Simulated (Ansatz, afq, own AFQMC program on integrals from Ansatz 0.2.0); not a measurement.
Two steps: Ansatz 0.2.0 writes the Fock matrix and Cholesky factors of the valence space, and afq projects on them the lowest state that overlaps trial and start.

```yaml
crystal:
  periodic: [false, false, false]
  atoms:
    - {symbol: Se, position_ang: [0.000000, 0.000000, 2.054867]}
    - {symbol: Mg, position_ang: [0.000000, 0.000000, -0.180133]}
    - {symbol: H, position_ang: [0.000000, 0.000000, -1.874733]}
basis:
  gaussian: {orbitals: cc-pVDZ}
magnetization: {spin_polarized: true, initial_magnetization: 1}
correlation: {method: ccsd_t, electrons: outside_noble_gas, hamiltonian_folder: ham}
```

```sh
$ ansatz run in.yaml --threads 1 --pin off --events-out ev --progress --plain --max-ram 1382MiB
```

Options of the walk:

```
--method free --trial cisd --walkers 20 --time-step 0.08 --max-blocks 60 --target-error 0.00072 --factor-cut 1e-05 --seed 4813 --times 0.0,0.4,0.8,1.6,2.4 --taylor-order 10
```

Times are imaginary, in 1/Eh. The walk had a cap of 271 s. Filled inner d shells are frozen with the cores.

```
orbitals 31  electrons 5 4  factors 227 of 532
reference energy -2600.01605654 Eh
CCSD correlation -0.14521152 Eh in 10 cycles, weight of the determinant in the CISD state 0.9133
repeat  energy at the last time / Eh  error
    10  -2600.165397  0.001158
    20  -2600.164797  0.000646
    30  -2600.164680  0.000525
time / (1/Eh)  energy / Eh  error  mean overlap
  0.00  -2600.161329  0.000202  1.0971
  0.40  -2600.163267  0.000307  1.0887
  0.80  -2600.163760  0.000301  1.0876
  1.60  -2600.164196  0.000316  1.0905
  2.40  -2600.164736  0.000516  1.0889
energy -2600.164736 +/- 0.000516 Eh
```

(1) Estimate how long the walk took on 1 thread of AMD EPYC 9R45 96-Core Processor (Zen 5), with other jobs on the host.

The run passed its tests (error under three times the target), which doesn't prove that it has relaxed.

Against this walk (error 14.0 meV) on the same determinant: CCSD(T) 25.1 meV higher (within the noise), CCSDT(Q) 6.1 meV higher (within the noise). The error is statistical, and a free projection of finite length keeps a remainder of its start. The last points still move (meV from the last: 93 ± 5 at 0.00, 40 ± 8 at 0.40, 27 ± 8 at 0.80, 15 ± 9 at 1.60, 0 ± 14 at 2.40), but the last one has reached CCSDT(Q) within the noise or passed it, so little can be left to fall.

Cautions: remainder of the start not in the error; no relativity below Rb; no spin-orbit coupling; inner d shell frozen; so few walkers bias the energy; the time-step error isn't removed.

Answers

(1) 4.2 s of wall time.

CCSDT and higher add their correlation energy to the determinant of the CCSD(T) run, since their own runs factorise the integrals more tightly (a shift of under 2 meV). A walk keeps the symmetry of its determinant, which the program's search chose and which needn't be the lowest solution, so a lower state of the same spin and another symmetry isn't excluded.
